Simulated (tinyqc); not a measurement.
Starting guesses with plain Roothaan steps: SCF starting guesses in the sto-3g basis, for CH4, spin multiplicity 1. Computed by the program tinyqc with PySCF. Command: `OMP_NUM_THREADS=1 python tinyqc.py 115597 115598 out.jsonl`; one thread of a shared host (Intel(R) Xeon(R) Processor @ 2.60GHz), about 0.7 s.

Geometry (angstrom):
```
atom,x,y,z
C,0.0000,0.0000,0.0000
H,0.6600,0.6600,0.6600
H,0.6600,-0.6600,-0.6600
H,-0.6600,0.6600,-0.6600
H,-0.6600,-0.6600,0.6600
```

lowest restricted solution found by these runs and by PySCF = -39.715705 hartree

RHF with one setting changed at a time; a run stops when the energy changes by less than 1e-09 hartree and the error matrix is below 1e-5. Starts: the lowest orbitals of the core Hamiltonian, of the Wolfsberg-Helmholz matrix (K = 1.75), projected atomic densities, random orbitals, and the highest orbitals of the core Hamiltonian (a deliberately bad start).

Largest element of the error matrix X^T (FDS - SDF) X:
```
iteration,core,Wolfsberg-Helmholz,atomic densities,random,highest core orbitals
1,5.5e-01,3.2e-01,8.7e-01,4.8e+00,1.7e-01
2,2.3e-01,8.0e-02,2.9e-02,2.8e-01,5.2e-01
3,5.2e-02,1.2e-02,1.2e-02,7.3e-02,1.8e-01
4,1.1e-02,4.9e-03,2.2e-03,2.1e-02,3.9e-02
5,2.6e-03,6.5e-04,7.8e-04,6.3e-03,8.6e-03
6,5.3e-04,2.9e-04,1.6e-04,1.9e-03,2.0e-03
8,2.6e-05,1.8e-05,1.1e-05,2.0e-04,1.0e-04
10,1.3e-06,-,-,2.2e-05,5.8e-06
```

How each run ends:
```
run,iterations,E (hartree),state
core,10,-39.71571,lowest found
Wolfsberg-Helmholz,9,-39.71571,lowest found
atomic densities,9,-39.71571,lowest found
random,11,-39.71571,lowest found
highest core orbitals,11,-39.71571,lowest found
```

5 of 5 runs reach the lowest restricted solution found, in 9 to 11 iterations (fastest: Wolfsberg-Helmholz, atomic densities). The first errors are 6e-01, 3e-01, 9e-01, 5e+00, 2e-01; the deliberately bad start has the smallest one, so a small first error does not mark a good start.
